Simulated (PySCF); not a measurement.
Species: ABN, C7H6N2.
Atom-mapped SMILES: `[N:1]#[C:2][c:3]1[cH:4][cH:5][c:6]([NH2:7])[cH:8][cH:9]1` (hydrogens: H10 on C4; H11 on C5; H12, H13 on N7; H14 on C8; H15 on C9)

The geometry is computed with GFN2-xTB (gas phase).

(1) List the bond lengths and angles at this level.

## Answers

(1) 
| bond | length (Å) |
| --- | --- |
| N1≡C2 | 1.148 |
| C2–C3 | 1.409 |
| C3–C4, C3–C9 | 1.397 |
| C4–C5, C8–C9 | 1.376 |
| C5–C6, C6–C8 | 1.400 |
| C6–N7 | 1.369 |
| C4–H10, C9–H15 | 1.080 |
| C5–H11, C8–H14 | 1.080 |
| N7–H12, N7–H13 | 1.006 |

Bonds in one row agree within 0.01 Å and their mean is given. A selection of angles:
| angle | degrees |
| --- | --- |
| N1–C2–C3 | 180.0 |
| C2–C3–C4 | 120.3 |
| C4–C3–C9 | 119.5 |
| C3–C4–C5 | 120.1 |
| C4–C5–C6 | 120.7 |
| C5–C6–N7 | 120.6 |
| C5–C6–C8 | 118.8 |
| H12–N7–C6 | 118.0 |
| H13–N7–C6 | 118.1 |

Of the pairs four or more bonds apart, H12···H14 is among the closest relative to their van der Waals radii: 2.40 Å, 100 % of the sum of Bondi's values. The 9 heavy atoms lie in one plane (0.018 Å rms). N7 (aniline-type nitrogen) has angles 118.1°, 118.0° and 116.1°, sum 352.2°, 0.18 Å off the plane of its three neighbours. The 6-membered ring C3–C4–C5–C6–C8–C9 has internal angles of 118.8° to 120.7°; it is planar, 0.00 Å rms from its mean plane, widest ring torsion 0°. The 2 C–N bonds span 1.148 Å (N1≡C2, drawn triple) to 1.369 Å (C6–N7, drawn single), a spread of 0.221 Å. The C–C distances run from 1.376 Å (C8–C9, aromatic) to 1.409 Å (C2–C3, drawn single), a spread of 0.033 Å.

Point group: near C2v, missed by 0.22 Å at most; the miss may be what the optimiser left on a soft mode (Cs holds within 0.08 Å). No GFN2-xTB frequencies stand behind this structure, so it isn't proved a minimum.
